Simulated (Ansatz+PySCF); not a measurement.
**doublet SO2(+): levels of theory in one basis**

```xyz
3

S     0.0000   -0.4011    0.0000
O     0.0000    0.2005    1.3488
O     0.0000    0.2005   -1.3488
```

Basis set: cc-pVTZ on O; cc-pV(T+d)Z on S (spherical functions). Frozen core: 7 orbitals. Correlation on ROHF uses semicanonical orbitals with singles. Charge 1, multiplicity 2.

Computed with Ansatz (development build ahead of 0.2.0); each method stands on the lowest determinant of its kind that the runs found.

| method | E − E(ROHF) (eV) | <S²> of the determinant |
| --- | --- | --- |
| ROHF | 0.00 | 0.75 |
| UHF | -0.46 | 1.21 |
| ROHF-MP2 | -17.00 | – |
| UHF-MP2 | -16.08 | 1.21 |

Is a single determinant a sound starting point here?

It is doubtful. Unrestricted orbitals lower Hartree–Fock by 0.46 eV and <S²> is 1.21 where a pure state has 0.75, a sign of strong static correlation.

Caution: the determinant breaks the point group. Caution for UHF, UHF-MP2: the unrestricted determinant is spin contaminated. Caution for ROHF-MP2, UHF-MP2: forces differ strongly between restricted and unrestricted references; MP2 on this radical cation hangs on the determinant chosen; another reference gives a lower total.
